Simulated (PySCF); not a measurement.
CH₂O₂, SMILES O=CO, singlet (B3LYP/def2-SVP optimised geometry):

```
5

O      0.266    -1.115     0.000
C     -0.131     0.165     0.000
O      0.600     1.115     0.000
H      1.241    -1.115     0.000
H     -1.241     0.209     0.000
```

Level of theory: B3LYP/def2-TZVP (PySCF).

### Question
What are the frontier orbital energies and the dipole moment?

### Answer
HOMO-2 -11.46 eV, HOMO-1 -9.46 eV, HOMO -8.32 eV, LUMO -0.48 eV, LUMO+1 0.62 eV; dipole moment 1.55 D.

On the same geometry PBE/def2-TZVP (PySCF 2.14.0) gives HOMO-2 -9.88 eV, HOMO-1 -8.15 eV, HOMO -6.87 eV, LUMO -1.34 eV, LUMO+1 0.13 eV; dipole moment 1.51 D.

Meta-Löwdin charges at B3LYP/def2-TZVP: O1 -0.45, C2 0.44, O3 -0.44, H4 0.35, H5 0.10.
